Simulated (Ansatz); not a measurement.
C₃H₇FO₂, SMILES `CC(O)(F)CO`, relaxed with RKS PBE0-D4/def2-TZVP in Ansatz 0.2.0 from a PBE-D4/def2-SVP geometry. The force threshold is 0.005 eV/Å; the program also tests the step.

The species carries charge 0 and has multiplicity 1.

Start:

```xyz
13

C     0.422   -0.503    1.235
C    -0.211   -0.473   -0.146
O     0.699   -0.787   -1.159
F    -1.262   -1.404   -0.165
C    -0.804    0.888   -0.536
O     0.195    1.878   -0.626
H     0.912   -1.482    1.416
H    -0.347   -0.355    2.018
H     1.171    0.308    1.311
H     1.262   -1.521   -0.848
H    -1.362    0.733   -1.492
H    -1.534    1.205    0.235
H     0.859    1.514   -1.245
```

```json
{"step": "1", "energy (eV)": "-10029.8785", "largest force (eV/Å)": "0.794", "largest move (Å)": "0.000"}
{"step": "2", "energy (eV)": "-10029.9268", "largest force (eV/Å)": "0.286", "largest move (Å)": "0.024"}
{"step": "3", "energy (eV)": "-10029.9330", "largest force (eV/Å)": "0.045", "largest move (Å)": "0.021"}
{"step": "4", "energy (eV)": "-10029.9334", "largest force (eV/Å)": "0.017", "largest move (Å)": "0.011"}
{"step": "5", "energy (eV)": "-10029.9336", "largest force (eV/Å)": "0.014", "largest move (Å)": "0.013"}
{"step": "6", "energy (eV)": "-10029.9337", "largest force (eV/Å)": "0.005", "largest move (Å)": "0.007"}
{"step": "7", "energy (eV)": "-10029.9337", "largest force (eV/Å)": "0.003", "largest move (Å)": "0.004"}
```

End:

```xyz
13

C     0.421   -0.502    1.232
C    -0.200   -0.471   -0.141
O     0.697   -0.802   -1.143
F    -1.245   -1.391   -0.157
C    -0.797    0.871   -0.532
O     0.180    1.873   -0.615
H     0.872   -1.480    1.421
H    -0.340   -0.325    1.993
H     1.184    0.273    1.307
H     1.249   -1.532   -0.849
H    -1.331    0.728   -1.480
H    -1.519    1.178    0.227
H     0.828    1.580   -1.264
```

Hardware: 2 threads of an AMD EPYC 7R13 on a shared host and a share of an NVIDIA H100 80 GB. Wall time 20 s, peak host memory 0.89 GiB.
